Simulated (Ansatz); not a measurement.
Consider the formal loss of a carbene: `CCCOCF` → `CCOCF` + `[CH2]` (triplet).

Calculated with Ansatz (gas phase, PBE0-D4/def2-TZVP geometries, no zero-point term in ΔE). CBS: MP2 limit from def2 TZ/QZ plus the TZ coupled-cluster correction, frozen cores. This one scheme is used for every species. DFT in def2-TZVPP. Triplets are unrestricted, without spin–orbit coupling. One conformer a species, not always the lowest.

```json
{"level": "r2SCAN0-D4", "ΔE (kcal/mol)": "97.5", "difference from CCSD(T)/CBS": "-6.5"}
{"level": "ωB97X-V", "ΔE (kcal/mol)": "106.4", "difference from CCSD(T)/CBS": "2.4"}
{"level": "B2PLYP", "ΔE (kcal/mol)": "101.4", "difference from CCSD(T)/CBS": "-2.6"}
{"level": "BLYP", "ΔE (kcal/mol)": "98.4", "difference from CCSD(T)/CBS": "-5.6"}
{"level": "CAM-B3LYP", "ΔE (kcal/mol)": "101.8", "difference from CCSD(T)/CBS": "-2.2"}
{"level": "LC-ωPBE", "ΔE (kcal/mol)": "101.1", "difference from CCSD(T)/CBS": "-2.9"}
{"level": "MP2/def2-SVP", "ΔE (kcal/mol)": "102.4", "difference from CCSD(T)/CBS": "-1.6"}
{"level": "MP2/def2-TZVPP", "ΔE (kcal/mol)": "104.3", "difference from CCSD(T)/CBS": "0.3"}
{"level": "MP2/def2-QZVPP", "ΔE (kcal/mol)": "105.9", "difference from CCSD(T)/CBS": "1.9"}
{"level": "SCS-MP2/def2-QZVPP", "ΔE (kcal/mol)": "106.3", "difference from CCSD(T)/CBS": "2.3"}
{"level": "CCSD(T)/CBS", "ΔE (kcal/mol)": "104.0", "difference from CCSD(T)/CBS": "0"}
```

Largest T1 diagnostic among the species: 0.011.

Leaving LDA and LC-ωPBE aside and taking each functional with its dispersion term where it has one, the values spread over 8.9 kcal/mol, from r2SCAN0-D4 to ωB97X-V. LDA lies +17.7 kcal/mol from PBE without D4. In def2-TZVPP, CCSD(T) changes the Hartree–Fock value by +32.5 kcal/mol (the triples alone add +2.6 kcal/mol) and MP2 by +35.4 kcal/mol. At CCSD(T), def2-SVP lies −3.7 kcal/mol from the extrapolated value and def2-TZVPP −2.6 kcal/mol.

CCSD(T)/CBS has its own doubt, a few kJ/mol and more with outer-core shells, so smaller differences from it don't rank the levels.
